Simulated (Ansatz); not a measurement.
A calculation with Ansatz (development build ahead of 0.2.0).

```yaml
crystal:
  periodic: [false, false, false]
  atoms:
    - { symbol: P, position_ang: [0.0, 0.0, 0.0] }
    - { symbol: H, position_ang: [1.57375, 0.0, 0.0] }
    - { symbol: H, position_ang: [-1.67765, 0.0, 0.0] }
basis:
  gaussian: { orbitals: "6-31G" }
magnetization:
  initial_magnetization: 1
hamiltonian:
  xc: hf
correlation:
  method: fci
  frozen_orbitals: { H: 0, P: 5 }
```

The input is written out in the form of the current development build from the run's settings.

The run gave:

```json
{
 "Converged": "yes",
 "Total energy": "-341.73943 hartree",
 "State": "lowest doublet root, of any spatial symmetry"
}
```
